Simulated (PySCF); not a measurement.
Species, as SMILES: C(=O)=C.
Geometry (B3LYP-D3(BJ)/def2-TZVP, fixed):
```xyz
5

C      0.0091     0.0017    -1.2056
C     -0.0008    -0.0001     0.1027
H      0.0282     0.9401    -1.7377
H     -0.0018    -0.9351    -1.7406
O     -0.0096    -0.0018     1.2620
```

Basis-set convergence of the mean static polarisability at PBE with PySCF. All functions are spherical. Density fitting with generated auxiliary sets. No added dispersion term, no relativity. Reference: the value in d-aug-cc-pVTZ, 29.65 bohr³, itself unsure by roughly 0.5 % (its mean distance from aug-pcseg-2, aug-cc-pVTZ). Deviations are taken from unrounded values. Cost is core time over that of 6-31G**, rough, on shared machines of one kind.

| basis | functions | cost |
|---|---|---|
| 6-31G** | 52 | 1× |
| 6-311G** | 66 | 1× |
| 6-311+G** | 78 | 2× |
| aug-pcseg-1 | 87 | 2× |
| 6-311++G(2d,2p) | 101 | 2× |
| 6-311++G(3df,3pd) | 153 | 5× |
| aug-pcseg-2 | 184 | 5× |

**Question.** Which is the smallest set listed that can be trusted to 5 % here, that is, within that of the reference together with its larger relatives (same family, alike in diffuse functions; a set with none to test it counts only in the reference's own line)?

**Answer.** The smallest set listed that lies within 5 % of the reference with all its larger relatives (same family, alike in diffuse functions; a set with none counts only in the reference's own line) is aug-pcseg-1 (87 functions, 2× in cost, -0.7 % off). Inside, with no larger relative to test it: 6-311++G(3df,3pd). Value minus reference over the reference: 6-31G** -30.8, 6-311G** -24.7, 6-311+G** -12.3, aug-pcseg-1 -0.7, 6-311++G(2d,2p) -7.2, 6-311++G(3df,3pd) -2.3, aug-pcseg-2 -0.4 %.
